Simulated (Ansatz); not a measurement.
# bcc Li

Calculation: LDA (Ansatz, an electronic-structure program, plane waves, PAW).

Run with plane-wave cutoff 500 eV, 30×30×30 k mesh, Fermi–Dirac smearing 0.1 eV, scalar-relativistic PAW data made under PBE.

Cell (relaxed at this level):

Space group Im-3m (No. 229); a = b = c = 3.3635 Å, α = β = γ = 90.00°

```
atom  site  symmetry       x       y       z
----  ----  --------  ------  ------  ------
Li      2a      m-3m  0.0000  0.0000  0.0000
```
(The calculation used a cell of 1 atom; values per cell refer to that cell.)

```yaml
equilibrium_volume_per_atom: 19.03 Å³/atom
equilibrium_lattice_constant_a: 3.364 Å
```

Measured, for comparison: equilibrium volume per atom 20.51 Å³/atom (low-temperature or extrapolated to 0 K; zero-point anharmonic expansion removed; as tabulated in Csonka et al. (2009), arXiv:0903.4037); lattice constant a 3.449 Å (low-temperature or extrapolated to 0 K; zero-point anharmonic expansion removed, our sources range from 3.443 to 3.453; as tabulated in Csonka et al. (2009), arXiv:0903.4037). Computed (rounded) less measured: equilibrium volume per atom -7.2 %, lattice constant a -2.5 % (-2.3 % to -2.6 % over the range).

The computed numbers hold no vibrational or temperature effects.
